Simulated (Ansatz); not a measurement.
From input file to script: C₂H₇NOS, SMILES CC(N)(O)S in Ansatz 0.2.0.

```yaml
crystal:
  periodic: [false, false, false]
  atoms:
    - { symbol: C, position_ang: [-1.1033, -0.0018, -0.5736] }
    - { symbol: C, position_ang: [0.1257, -0.0402, 0.2335] }
    - { symbol: "N", position_ang: [1.1931, -0.4981, -0.5814] }
    - { symbol: O, position_ang: [0.0336, -0.9561, 1.2669] }
    - { symbol: S, position_ang: [0.5418, 1.5617, 0.9116] }
    - { symbol: H, position_ang: [-1.0672, 0.7552, -1.4289] }
    - { symbol: H, position_ang: [-1.3905, -0.9401, -0.9847] }
    - { symbol: H, position_ang: [-1.9637, 0.3646, 0.0302] }
    - { symbol: H, position_ang: [2.0259, -0.5522, 0.1052] }
    - { symbol: H, position_ang: [1.0158, -1.4643, -0.7881] }
    - { symbol: H, position_ang: [-0.2284, -0.4129, 2.0714] }
    - { symbol: H, position_ang: [0.8939, 2.129, -0.2282] }
basis:
  gaussian: { orbitals: def2-SVP }
hamiltonian:
  xc: b3lyp
output:
  forces: true
```

On the command line:
```console
$ ansatz run input.yaml --threads 1 --pin off --max-ram 4096MiB --backend cpu --events-out ev --progress --plain --runs-dir out
Engine: ansatz 0.2.0, aarch64-unknown-linux-gnu
Functional definition: B3LYP
  parameter a0 = 0.2
  parameter ax = 0.72
  parameter ac = 0.81
  exchange = (1 - a0 - ax)*slater_x + ax*b88_x + a0*exact_x
  correlation = (1 - ac)*vwn_rpa_c + ac*lyp_c
1089 factors; integrals over basis functions are off by at most 1.2e-3 eV
mean field evaluation 1: about -16543.0886 eV, gradient 6.7e1 eV
mean field evaluation 2: about -16533.9174 eV, gradient 9.3e1 eV
mean field evaluation 4: about -16552.4667 eV, gradient 3.4e0 eV
mean field evaluation 8: about -16552.7379 eV, gradient 3.9e-1 eV
mean field evaluation 16: about -16552.7382 eV, gradient 1.2e-4 eV
mean field -16552.73822586 eV, -608.3019099514 hartree, gradient 4.7e-5 eV, S^2 0.000000; 0 other end points of the search recorded, 0 dependent functions left out
the calculation of the forces begins
reference -16552.73845464 eV, -608.3019183589 hartree; 25, 25 occupied and 84, 84 virtual orbitals, 1089 factors
Total energy: -16552.73845464 eV, -608.3019183589 hartree
Atom 0 at    -1.103300    -0.001800    -0.573600 Å, force    -2.298564     2.723646    -1.024023 eV/Å
Atom 1 at     0.125700    -0.040200     0.233500 Å, force     0.921398    -1.009146    -1.181945 eV/Å
Atom 2 at     1.193100    -0.498100    -0.581400 Å, force     3.041700     0.640531     0.741008 eV/Å
Atom 3 at     0.033600    -0.956100     1.266900 Å, force    -1.121677     0.823760     3.210203 eV/Å
Atom 4 at     0.541800     1.561700     0.911600 Å, force     0.198178     1.169483     1.456357 eV/Å
Atom 5 at    -1.067200     0.755200    -1.428900 Å, force     0.303953    -0.896872     0.833378 eV/Å
Atom 6 at    -1.390500    -0.940100    -0.984700 Å, force    -0.102400    -1.355165    -0.448503 eV/Å
Atom 7 at    -1.963700     0.364600     0.030200 Å, force     0.260083    -0.286572    -0.009275 eV/Å
Atom 8 at     2.025900    -0.552200     0.105200 Å, force    -1.294395     0.103064    -1.517350 eV/Å
Atom 9 at     1.015800    -1.464300    -0.788100 Å, force    -0.268207    -0.845304    -0.405894 eV/Å
Atom 10 at    -0.228400    -0.412900     2.071400 Å, force     0.176723    -1.412543    -0.934375 eV/Å
Atom 11 at     0.893900     2.129000    -0.228200 Å, force     0.183208     0.345118    -0.719582 eV/Å
Dipole moment:    -0.093484    -0.007650     0.024627 e Å
```

The script, `run_energy.py`:
```python
import warnings

import ansatz as az
import numpy as np
import pandas as pd

warnings.simplefilter("ignore", az.DeckWarning)

mol = (
    az.Crystal.molecule()
    .atom("C", (-1.1033, -0.0018, -0.5736))
    .atom("C", (0.1257, -0.0402, 0.2335))
    .atom("N", (1.1931, -0.4981, -0.5814))
    .atom("O", (0.0336, -0.9561, 1.2669))
    .atom("S", (0.5418, 1.5617, 0.9116))
    .atom("H", (-1.0672, 0.7552, -1.4289))
    .atom("H", (-1.3905, -0.9401, -0.9847))
    .atom("H", (-1.9637, 0.3646, 0.0302))
    .atom("H", (2.0259, -0.5522, 0.1052))
    .atom("H", (1.0158, -1.4643, -0.7881))
    .atom("H", (-0.2284, -0.4129, 2.0714))
    .atom("H", (0.8939, 2.129, -0.2282))
)

model = mol.calculation()
model = model.basis(gaussian="def2-SVP")
model = model.functional("B3LYP")
model = model.forces()
outcome = model.run()
r = outcome.report

print("reference energy %16.6f eV" % r["reference_energy_ev"])
print("total energy     %16.6f eV" % r["free_energy_ev"])
print("occupied orbitals outside the frozen core (up, down):", r["n_occupied"], " frozen:", r["n_frozen"], " virtual:", r["n_virtual"])

field = r["mean_field"]
print("<S^2> =", round(abs(field["state"]["spin_squared"]), 4), " all-electron relativity setting:", field["relativity"])
print("passes:", field["passes"])
if "symmetry" in field:
    print("occupied orbitals by irrep:", field["symmetry"]["occupied"])

symbols = [site.symbol for site in mol.cartesian_sites]
forces = np.array(r["forces_ev_ang"])
print("largest force", round(float(np.linalg.norm(forces, axis=1).max()), 4), "eV/A, rms", round(float(np.sqrt((forces ** 2).mean())), 4))

charges = r["charge_distribution"]
table = pd.DataFrame({"atom": symbols, "mulliken": charges["mulliken_charges_e"], "lowdin": charges["lowdin_charges_e"]})
print(table.round(3).to_string())
print("dipole (e A):", np.round(charges["dipole_moment_e_ang"], 4) + 0.0)
```

Output of `python run_energy.py`:
```text
reference energy    -16552.738455 eV
total energy        -16552.738455 eV
occupied orbitals outside the frozen core (up, down): [25, 25]  frozen: 0  virtual: [84, 84]
<S^2> = 0.0  all-electron relativity setting: none
passes: {'evaluations': 16, 'products': 12}
occupied orbitals by irrep: [{'A': 25}, {'A': 25}]
largest force 3.7081 eV/A, rms 1.2393
   atom  mulliken  lowdin
0     C     0.147  -0.008
1     C    -0.119  -0.427
2     N    -0.143   0.106
3     O    -0.259   0.116
4     S    -0.059   0.277
5     H     0.014   0.013
6     H    -0.001  -0.011
7     H    -0.002  -0.003
8     H     0.092   0.007
9     H     0.084  -0.025
10    H     0.177  -0.002
11    H     0.068  -0.043
dipole (e A): [-0.0935 -0.0077  0.0246]
```

Notes:
- Total energies depend on the basis set; only differences at equal settings carry meaning.
- The geometry is a force-field or estimated start, not a minimum of this method, and the basis set is short of its limit.
- The Löwdin charges here are taken after orthogonalising the functions within each atom; they differ from plain Löwdin charges, and their signs can be unphysical.
- b3lyp holds the VWN-RPA fit, as in Gaussian; the form of ORCA and Turbomole is b3lyp5.
- Finished in 6.2 s on 1 thread of Arm Neoverse V1, with other jobs on the host, peak memory 0.33 GiB.

(Lines on the test bed's own set-up are left out of the output.)
